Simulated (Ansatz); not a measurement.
Mulliken charges of CH₂OS, SMILES `OC=S` from B3LYP/def2-TZVPP in Ansatz (PBE0-D4/def2-TZVP geometry).

```
atom   x (Å)   y (Å)   z (Å)  charge (e)
  O1  -0.958  -0.274   0.090      -0.178
  C2   0.348  -0.015   0.084       0.085
  S3   1.379  -0.593   1.170      -0.208
  H4  -1.387   0.173  -0.650       0.196
  H5   0.667   0.636  -0.736       0.105
```

**Question.** By hand: the dipole of these point charges (1 e Å = 4.8032 D).

**Answer.** Σ q r = (-0.289, 0.272, -0.457) e Å, of length 0.605 e Å = 2.91 D.

**Question.** How does the dipole of the full density compare? (An estimate is asked.)

**Answer.** The calculation gave: (-0.355, 0.341, -0.571) e Å, 3.62 D; the point charges give 0.80 times that, at 0° from its direction.

Point charges leave out the atoms' own dipoles, such as those of lone pairs, and Mulliken's split depends on the basis, so the two needn't agree.

B3LYP here is the variant with VWN-RPA as its local correlation; programs differ in this.
